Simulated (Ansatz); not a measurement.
**C₂H₃FO: basis-set convergence**

The task here is to estimate one member of a computed series from the others.

Program: Ansatz 0.2.0, Gaussian basis. Level of theory: one geometry, several basis sets. These are calculated values, not measurements.

Plan: PBE0-D4/def2-SVP; ωB97M-V/def2-SVP; PBE0-D4/def2-QZVPP; ωB97M-V/def2-QZVPP; the functionals' def2-TZVPP values are taken from earlier runs.

## The relaxed structure

An earlier PBE0-D4 in a triple-zeta def2 set relaxation fixed the geometry.

SMILES `CC(=O)F`, 7 atoms, charge 0, spin multiplicity 1.

Atoms are counted from 1 here; the program's logs count them from 0.

Bond lengths: C1–C2 1.488 Å, C1–H5 1.087 Å, C1–H6 1.092 Å, C1–H7 1.092 Å, C2–O3 1.179 Å, C2–F4 1.351 Å. Angles: C2–C1–H5 110.0°, C2–C1–H6 109.6°, C2–C1–H7 109.2°, H5–C1–H6 110.5°, H5–C1–H7 110.2°, H6–C1–H7 107.3°, C1–C2–O3 129.3°, C1–C2–F4 110.5°, O3–C2–F4 120.2°.

Geometry (Å):

```mol
C2H3FO
  3D, bonds by distance, orders not assigned

  7  6  0  0  0  0  0  0  0  0999 V2000
    0.4852    0.0138    0.4437 C   0  0
   -0.6951   -0.0338   -0.4604 C   0  0
   -1.8376   -0.1446   -0.1907 O   0  0
   -0.3080    0.0749   -1.7506 F   0  0
    0.1674   -0.1061    1.4760 H   0  0
    1.1893   -0.7731    0.1669 H   0  0
    0.9988    0.9688    0.3151 H   0  0
  1  2  8  0
  2  3  8  0
  2  4  8  0
  1  5  8  0
  1  6  8  0
  1  7  8  0
M  END
```

Set-up of the first run:

in.yaml

```yaml
crystal:
  periodic: [false, false, false]
  atoms:
    - {symbol: C, position_ang: [0.485238, 0.013758, 0.443693]}
    - {symbol: C, position_ang: [-0.695143, -0.033750, -0.460368]}
    - {symbol: O, position_ang: [-1.837646, -0.144559, -0.190738]}
    - {symbol: F, position_ang: [-0.308011, 0.074940, -1.750585]}
    - {symbol: H, position_ang: [0.167411, -0.106133, 1.475990]}
    - {symbol: H, position_ang: [1.189305, -0.773063, 0.166948]}
    - {symbol: H, position_ang: [0.998836, 0.968807, 0.315052]}
basis:
  gaussian: {orbitals: def2-SVP}
hamiltonian: {xc: pbe0, dispersion: d4}
output: {orbitals: {seedname: orbitals}}
```

Launch:

```console
ansatz run in.yaml --threads 4 --pin off --events-out ev --progress --plain --max-ram 10444MiB
```

Steps of the session up to this table: PBE0-D4 in def2-SVP; ωB97M-V in def2-SVP; PBE0-D4 in def2-QZVPP; ωB97M-V in def2-QZVPP.

One of the session's tables, all rows but one given; the rest of the session is left out.

It belongs to the step «Density functionals: the series». 

```
functional       basis  HOMO (eV)  LUMO (eV)
   PBE0-D4    def2-SVP      -8.83      -0.17
   PBE0-D4  def2-TZVPP          ?          ?
   PBE0-D4  def2-QZVPP      -9.03      -0.44
   ωB97M-V    def2-SVP     -11.25       2.24
   ωB97M-V  def2-TZVPP     -11.44       2.00
   ωB97M-V  def2-QZVPP     -11.48       1.69
```

Estimate the missing values for PBE0-D4, def2-TZVPP.

The run gave: HOMO (eV): -8.99; LUMO (eV): -0.37. In the column «HOMO (eV)» it lies between PBE0-D4, def2-QZVPP (-9.03) and PBE0-D4, def2-SVP (-8.83).
